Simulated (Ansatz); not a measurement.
Molecule: CHCl2, charge 0, multiplicity 2. It need not be the lowest isomer of its formula. 
Geometry from a B3LYP-D3(BJ)/def2-TZVP (Ansatz, a quantum-chemistry and plane-wave program) optimisation:
```
C
H 1 1.0785
Cl 1 1.7039 2 117.35
Cl 1 1.7039 2 117.35 3 153.21
```
Charge 0, spin multiplicity 2.

Basis-set convergence of Hartree-Fock and CCSD(T) correlation energies (hartree) with Ansatz. Valence correlation only, unless marked. UHF or UKS for open shells. No spin-orbit coupling. Non-relativistic.

| basis | functions | E(HF) | E(corr, CCSD(T)) |
|---|---|---|---|
| cc-pV(D+d)Z | 65 | -957.40924 | -0.44124 |
| cc-pV(T+d)Z | 122 | (withheld) | (withheld) |

Task: Some entries are withheld; supply them.

Result: 
- cc-pV(T+d)Z, E(HF): -957.45208
- cc-pV(T+d)Z, E(corr, CCSD(T)): -0.58452
